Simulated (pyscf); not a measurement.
H₃C–CH₂–In [singlet] + hydrogen (H₂) → H₃C–CH₂–InH₂, an insertion (singlet surface; H–H broken, H–In, H–In formed). PySCF, gas phase, ωB97X-D3(BJ)/def2-SVP geometries. Energies in kcal/mol from the separated reactants.

AM1 to PM7: differences of heats of formation from MOPAC, which are fitted to 298 K values and so differ in kind from electronic energies by zero-point and thermal terms. 

Question: In single points PM6 puts the saddle at 115.1 kcal/mol and the reaction energy at +63.4 kcal/mol. Should these be trusted to within a few kcal/mol? Compare with ωB97M-D3(BJ)/def2-TZVP.

Answer: ωB97M-D3(BJ)/def2-TZVP gives ΔE‡ = 53.5 kcal/mol and ΔE = -3.3 kcal/mol. PM6 lies 61.6 kcal/mol over it in the barrier and 66.7 kcal/mol over it in the reaction energy, so on this step it does not hold to within 3.0 kcal/mol. ωB97M-D3(BJ)/def2-TZVP has limits of its own. H₃C–CH₂–InH₂ lies 8.3 kcal/mol over its isomer H₃C–InH–CH₃ (electronic energy, ωB97M-D3(BJ)/def2-TZVP). This is the saddle that the search found; another between the same sides may lie lower. In the def2 sets elements past Kr carry core potentials, without spin-orbit coupling.
